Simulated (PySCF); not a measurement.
Bonds broken one at a time in the series CF3-X. All species are isolated molecules in the gas phase. One relaxed conformer stands for each flexible species; it need not be the lowest. Strings in code marks are SMILES.

All values below come from B3LYP-D3(BJ)/def2-TZVP in PySCF. All candidates: neutral, multiplicity 2. B3LYP has the VWN-RPA correlation part, as in Gaussian. 

The highest occupied spin orbital is -6.77 eV and the dipole moment is 0.59 D.

Question: Say which member has these values.
A. `[SiH3]`
B. `[Cl]`
C. `F[C](F)I`
D. `F[C](F)[SiH3]`

Answer: C, `F[C](F)I`. The others give `[SiH3]`: -6.11 eV, 0.08 D; `[Cl]`: -9.27 eV, 0.00 D; `F[C](F)[SiH3]`: -6.00 eV, 1.52 D
